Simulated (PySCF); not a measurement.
formamide (CH₃NO), SMILES NC=O. Atoms are numbered in the order given.

```xyz
6

N      0.1575    -1.0812     0.0000
C     -0.3856     0.1617     0.0000
O      0.2453     1.1934     0.0000
H      1.1596    -1.1828     0.0000
H     -0.4200    -1.9030     0.0000
H     -1.4910     0.1369     0.0000
```

Geometry: B3LYP-D3(BJ)/def2-TZVP. Other conformers were not sampled.

Computed with PBE/pcSseg-2 (PySCF).

GIAO shieldings, no solvent; atoms alike by connectivity are averaged. δ = σ(ref) − σ: ¹⁵N against NH3 (σ = 262.8 ppm); ¹³C against TMS (σ = 181.4 ppm); ¹⁷O against H2O (σ = 327.5 ppm); ¹H against TMS (σ = 31.47 ppm), references at their B3LYP-D3(BJ)/def2-TZVP geometries, non-relativistic.

| atoms | nucleus | count | δ (ppm) |
|---|---|---|---|
| N1 | ¹⁵N | 1 | [?] |
| C2 | ¹³C | 1 | 162.3 |
| O3 | ¹⁷O | 1 | [?] |
| H6 | ¹H | 1 | 8.59 |
| H4, H5 | ¹H | 2 | 4.73 |

Complete the blanks. (An estimate is asked for; the answer gives what the named calculation found.)


- N1, δ (ppm): 122.3
- O3, δ (ppm): 424.3
